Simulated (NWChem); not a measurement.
# hydrogen cyanide (CHN); SMILES C#N

```xyz
3

C      0.0000     0.0000    -0.4925
N      0.0000     0.0000     0.6532
H      0.0000     0.0000    -1.5611
```
Atoms are numbered in this order, from 1.

All runs: NWChem. Geometry optimised at PBE0-D3(BJ)/def2-TZVP; all other runs use it. 

```tsv
quantity	level	value
orbital gap (eV)	B3LYP/def2-SVP	10.47
first 1s excitation (eV), C K edge, unshifted	B3LYP/def2-TZVP, TDA	275.7
charge (e), ESP N2	B3LYP/def2-SVP	-0.33
isotropic polarisability (bohr³) at 589 nm	B3LYP/def2-TZVPD	17.4
dipole (D)	PBE0-D3(BJ)/def2-TZVP	3.03
highest harmonic frequency (cm⁻¹)	PBE0-D3(BJ)/def2-TZVP	3458
```
